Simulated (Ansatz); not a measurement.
## [H···H···Br], doublet in cc-pVTZ: errors against UCCSDT(Q)

Geometry: a point of a hydrogen-transfer path between rigid fragments, not a stationary point.

```xyz
3

H     0.0000    0.0000   -1.2367
H     0.0000    0.0000   -0.4057
Br    0.0000    0.0000    1.6423
```

Basis cc-pVTZ; Ansatz 0.2.0. Correlated methods freeze the noble-gas cores and the filled d shells of p-block atoms, which leaves 9 electrons in 57 orbitals. R marks a restricted (for open shells ROHF) determinant, U an unrestricted one. Active spaces: valence = (9e, 6o) chosen from the atoms' valence shells. No spin–orbit coupling is included, and no scalar relativity.

Full CI isn't at hand for all of this; UCCSDT(Q) serves as the reference, and is uncertain by about the last step of the cluster series. The frozen core follows each run's orbitals, which can shift R against U totals by a few meV for light atoms and by up to 0.1 eV past Ca.

The UHF ⟨S²⟩ is 0.767. The T1 diagnostic (RCCSD) is 0.0176 and the largest doubles amplitude (RCCSD) is 0.038. The T1 diagnostic (UCCSD) is 0.0104.

**Question.** From what is known of these methods and the diagnostics, rank them by the size of their error in total energy against UCCSDT(Q) in cc-pVTZ, smallest first (an estimate: the text doesn't fix the numbers).
A. UCCSDT
B. UHF
C. UCCSD
D. UCCSD(T)
E. UMP2

**Answer.** A (0.15 mEh), D (0.79 mEh), C (6.17 mEh), E (33.59 mEh), B (206.04 mEh).

All errors are against UCCSDT(Q) in cc-pVTZ. Within each family the higher level lies nearer, as is usual though not guaranteed.

Natural occupations of CASSCF (valence space) about the gap: 2.000 2.000 1.999 1.968 1.001 0.032; effectively unpaired electrons, Σ n²(2−n)², 1.01.
